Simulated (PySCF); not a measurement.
C3H4, SMILES C=C=C. Coordinates come from a PBE-D3(BJ)/def2-TZVP optimisation.

**Question.** Give the equilibrium geometry at PBE-D3(BJ)/def2-TZVP (PySCF confirms it by a frequency run) as bond lengths and angles, and its point group. (An estimate is asked for; the answer gives what the named calculation found.)

**Answer.** point group D2d.
Atoms: C1 C2 C3 H4 H5 H6 H7. Bond lengths (Å): C1–C2 1.308, C1–H4 1.093, C1–H5 1.093, C2–C3 1.308, C3–H6 1.093, C3–H7 1.093. Angles (°): C2–C1–H4 121.3, C2–C1–H5 121.3, H4–C1–H5 117.3, C1–C2–C3 180.0, C2–C3–H6 121.3, C2–C3–H7 121.3, H6–C3–H7 117.3.
Charge 0, spin multiplicity 1.
